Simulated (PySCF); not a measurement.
First SCF of a structure search on singlet SiF(OH), at a hand-made bent (heavy-atom frame) geometry. PySCF input:

```python
from pyscf import gto, scf, dft
mol = gto.M(atom='''
Si     0.000000     0.000000     0.000000
F      1.474500     0.000000     1.032400
O     -1.466300     0.000000     1.026700
H     -1.971800     0.735400     1.380600''',
    basis={'Si': 'def2-TZVP', 'F': 'def2-TZVP', 'O': 'def2-TZVP', 'H': 'def2-TZVP'},
    charge=0, spin=0)
mf = dft.RKS(mol, xc='PBE0')
mf.grids.atom_grid = (50, 194)
aux = {'Si': 'def2-universal-JKFIT', 'F': 'def2-universal-JKFIT', 'O': 'def2-universal-JKFIT', 'H': 'def2-universal-JKFIT'}
mf = mf.density_fit(auxbasis=aux)
mf.conv_tol = 1e-08
mf.diis_space = 10
mf.max_cycle = 60
mf.init_guess = 'minao'
mf.verbose = 4
mf.kernel()
```

Excerpt of the output (cycles and frontier levels):

```
init E= -464.865421673154
  HOMO = -0.289893852330927  LUMO = -0.103016730202114  gap/eV = 5.08519
cycle= 1 E= -464.823951937077  delta_E= 0.0415  |g|= 0.964  |ddm|= 1.45
  HOMO = -0.17568384869691  LUMO = -0.0909543558313857  gap/eV = 2.30561
cycle= 2 E= -464.178088526639  delta_E= 0.646  |g|= 2.08  |ddm|= 1.41
  HOMO = -0.290128946044817  LUMO = -0.0909300593573121  gap/eV = 5.42048
cycle= 3 E= -464.994441958853  delta_E= -0.816  |g|= 0.0666  |ddm|= 0.986
  HOMO = -0.298191207854072  LUMO = -0.097693657174311  gap/eV = 5.45582
cycle= 4 E= -464.995384878363  delta_E= -0.000943  |g|= 0.0485  |ddm|= 0.117
  HOMO = -0.296253856920913  LUMO = -0.0947185154855035  gap/eV = 5.48406
cycle= 5 E= -464.995762549468  delta_E= -0.000378  |g|= 0.0242  |ddm|= 0.0338
  HOMO = -0.295011542086186  LUMO = -0.0934114819867631  gap/eV = 5.48582
cycle= 6 E= -464.995856684156  delta_E= -9.41e-05  |g|= 0.00314  |ddm|= 0.0127
  HOMO = -0.295192845934174  LUMO = -0.0935420475882864  gap/eV = 5.48720
cycle= 7 E= -464.99585869573  delta_E= -2.01e-06  |g|= 0.000442  |ddm|= 0.00229
  HOMO = -0.295189075845492  LUMO = -0.0935349634782909  gap/eV = 5.48729
cycle= 8 E= -464.995858749361  delta_E= -5.36e-08  |g|= 0.000164  |ddm|= 0.000684
  HOMO = -0.295192097393482  LUMO = -0.0935415486282309  gap/eV = 5.48719
cycle= 9 E= -464.995858756085  delta_E= -6.72e-09  |g|= 4.69e-05  |ddm|= 0.000178
  HOMO = -0.29519247962741  LUMO = -0.0935461895213123  gap/eV = 5.48708
Extra cycle  E= -464.995858755831  delta_E= 2.54e-10  |g|= 6.56e-05  |ddm|= 8.07e-05
converged SCF energy = -464.995858755831
```

No lower solution of this spin was found from smeared starts or by a stability analysis within the restricted form, which does not test spin polarisation.

The search for the lowest solution, 3 starts and the stability check together, took 4.2 s on 2 threads of a shared AMD EPYC 9R45 96-Core (Zen 5) host, with 105 basis functions; the process peaked at 0.48 GiB.
